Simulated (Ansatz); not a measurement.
**SiHO₂+ (SMILES O=[Si]=[OH+]): single points off equilibrium**

An exercise on one series of results from a longer session: the logs are not shown, and one member is left open.

Method: single points in def2-TZVPP; program: Ansatz 0.2.0, Gaussian basis.

Cores are frozen in the correlated methods.

### The system as given

4 atoms, charge 1, spin multiplicity 1.

Atoms are counted from 1 here; the program's logs count them from 0.

Bond lengths: O1–Si2 1.462 Å, Si2–O3 1.523 Å, O3–H4 0.961 Å. Angles: O1–Si2–O3 179.5°, Si2–O3–H4 176.3°.

Geometry (Å):

```xyz
4

O    -1.9647    0.7331   -0.0431
Si   -0.5893    0.2384   -0.0056
O     0.8419   -0.2819    0.0225
H     1.7245   -0.6631    0.0162
```

Set-up of the first run:

The input, run/in.yaml:

```yaml
crystal:
  periodic: [false, false, false]
  atoms:
    - {symbol: O, position_ang: [-1.964700, 0.733100, -0.043100]}
    - {symbol: Si, position_ang: [-0.589300, 0.238400, -0.005600]}
    - {symbol: O, position_ang: [0.841900, -0.281900, 0.022500]}
    - {symbol: H, position_ang: [1.724500, -0.663100, 0.016200]}
basis:
  gaussian: {orbitals: def2-TZVPP}
total_charge: 1
correlation: {method: ccsd_t}
output: {forces: true}
```

No record of the launch command was kept for these runs.

Steps of the session up to this table: CCSD(T)/def2-TZVPP; PBE0-D4/def2-TZVPP; wB97M-V/def2-TZVPP; r2SCAN-D4/def2-TZVPP; PBE-D4/def2-TZVPP; BLYP-D4/def2-TZVPP; HSE06-D4/def2-TZVPP.

One table of the session follows, with a row left open; its other results are not shown here.

```
   method  RMS force component (eV/Å)  angle to CCSD(T) forces (°)
  CCSD(T)                       1.310                    reference
  PBE0-D4                           ?                            ?
  wB97M-V                       1.009                          8.2
r2SCAN-D4                       1.124                          4.9
   PBE-D4                       1.319                          8.5
  BLYP-D4                       1.337                         10.1
 HSE06-D4                       1.036                          9.2
```

**Question.** Estimate the row for PBE0-D4.

The run gave: RMS force component (eV/Å): 1.031; angle to CCSD(T) forces (°): 9.5. In the column «RMS force component (eV/Å)» it lies between wB97M-V (1.009) and HSE06-D4 (1.036).
